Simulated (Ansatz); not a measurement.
The first iterations of a band of ClH3Si + H2O (8 atoms, charge 0, multiplicity 1).

Method: RKS B3LYP-D4/def2-SVP (Ansatz 0.2.0).

```
movable images  : 5
climbing image  : yes
spring          : 5.0 eV/Å²
optimiser       : quadratic models (default)
start path      : through a guess of the saddle point
force threshold : 0.05 eV/Å
iteration limit : 60
end points      : relaxed
```

Image 0:

```xyz
8
Properties=species:S:1:pos:R:3
Si 0.360 0.041 -0.061
Cl 0.309 -0.141 2.031
H 1.803 0.047 -0.428
H -0.264 1.320 -0.468
H -0.287 -1.144 -0.675
O -2.603 0.030 0.746
H -2.816 -0.914 0.723
H -2.159 0.131 1.601
```

Image 6:

```xyz
8
Properties=species:S:1:pos:R:3
Si -0.293 -0.098 -0.505
Cl -0.712 0.839 3.194
H 0.894 -0.895 -0.085
H -0.028 1.355 -0.379
H -0.633 -0.450 -1.914
O -1.619 -0.401 0.499
H -1.967 -1.302 0.517
H -1.299 0.324 2.143
```

| iteration | highest image above the first end (eV) | largest band force component (eV/Å) |
| --- | --- | --- |
| 1 | 2.900 | 3.744 |
| 2 | 1.680 | 2.049 |
| 3 | 1.412 | 2.538 |
| 4 | 1.300 | 0.686 |
| 5 | 1.162 | 1.128 |
| 6 | 1.025 | 0.892 |
| 7 | 0.878 | 0.925 |

Problem. Does the band converge within its limit, and where does its top end?

Solution. The forces met the threshold. It ended after 23 iterations with the highest image 0.915 eV above the first end. A vibrational analysis at the climbing image gives one clearly imaginary mode, 171i cm⁻¹: a first-order saddle point. The orbitals stay closed-shell, which can raise the energy where a bond breaks towards radicals; this wasn't checked here.

Run time: 4.3 min on 1 thread of Arm Neoverse V1, with other jobs on the host, peak memory 0.17 GiB.
